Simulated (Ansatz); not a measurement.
# AlH4 (doublet): wave-function methods side by side at scale of all distances = 0.872, 6-31G

How much of the correlation energy of AlH4 (doublet) does each wave-function method recover here?

Method: 6-31G, core rule «outside noble gas», up to 5 orbitals frozen; program: Ansatz 0.2.0, Gaussian basis.

To be run: UHF; CCSD(T) on ROHF; CCSD(T) on UHF; BCCD(T) on ROHF; CISD; CCSDT(Q) on ROHF; CCSDT(Q) on UHF; CISDTQ; CCSDTQ on ROHF; CCSDTQ on UHF; CASSCF and MRCISD+Q, 3 electrons in 3 orbitals; CASSCF and NEVPT2, 3 electrons in 3 orbitals; Full CI.

20 further runs of the same task are left out: 5 for a known fault of the program, 10 that didn't finish, 5 set aside as unsound or not needed.

## Step 1: The geometry

The geometry derives from a PBE0/def2-TZVP stationary point (not a proven minimum). All distances are scaled together.

5 atoms, charge 0, spin multiplicity 2.

Atoms are counted from 1 here; the program's logs count them from 0.

Bond lengths: Al1–H4 1.391 Å, Al1–H5 1.391 Å, H2–H3 0.668 Å. Angles: H4–Al1–H5 120.0°.

## Step 2: UHF

File in.yaml:

```yaml
crystal:
  periodic: [false, false, false]
  atoms:
    - {symbol: Al, position_ang: [-0.052204, 0.000128, -0.115774]}
    - {symbol: H, position_ang: [0.391286, 0.001571, 1.731593]}
    - {symbol: H, position_ang: [-0.276481, -0.007766, 1.705971]}
    - {symbol: H, position_ang: [0.639439, 1.206246, -0.164631]}
    - {symbol: H, position_ang: [0.643198, -1.203473, -0.173781]}
basis:
  gaussian: {orbitals: 6-31G}
magnetization: {spin_polarized: true, initial_magnetization: 1}
hamiltonian: {xc: hf}
output: {orbitals: {seedname: orbitals}}
```

Started as:

```bash
$ ansatz run in.yaml --threads 1 --pin off --events-out ev --progress --plain --max-ram 2393MiB
```

After this run come: CCSD(T) on ROHF; CCSD(T) on UHF; BCCD(T) on ROHF; CISD; CCSDT(Q) on ROHF; CCSDT(Q) on UHF; CISDTQ; CCSDTQ on ROHF; CCSDTQ on UHF; CASSCF and MRCISD+Q, 3 electrons in 3 orbitals; CASSCF and NEVPT2, 3 electrons in 3 orbitals; Full CI.

Before running them: what should the planned runs give, taken together? Wanted: FCI below the RHF energy; RMP2 from FCI; UMP2 from FCI; RCCSD from FCI; RCCSD(T) from FCI; UCCSD(T) from FCI; RCCSDT(Q) from FCI; UCCSDT(Q) from FCI; NEVPT2 pair from FCI.

The runs gave:

| quantity | value |
| --- | --- |
| FCI below the RHF energy | -1.8191 eV |
| RMP2 from FCI | +51.0 kJ/mol |
| UMP2 from FCI | +50.6 kJ/mol |
| RCCSD from FCI | +2.2 kJ/mol |
| RCCSD(T) from FCI | +0.7 kJ/mol |
| UCCSD(T) from FCI | +0.7 kJ/mol |
| RCCSDT(Q) from FCI | 0.0 kJ/mol |
| UCCSDT(Q) from FCI | 0.0 kJ/mol |
| NEVPT2 pair from FCI | +43.4 kJ/mol |
| levels within 1 kcal/mol (43 meV) | RCCSD, UCCSD, RCCSD(T), UCCSD(T), BCCD(T), RCCSDT, UCCSDT, CISDTQ, RCCSDT(Q), UCCSDT(Q), RCCSDTQ, UCCSDTQ |
| T1 diagnostic | 0.013 |
| effectively unpaired electrons | 1.01 |

What this shows: RCCSD(T) lands +0.7 kJ/mol from the yardstick (0.4 % of the correlation energy). One determinant dominates. These misses are within one basis, not against nature; the frozen cores of restricted and unrestricted runs differ, which can shift their rows.
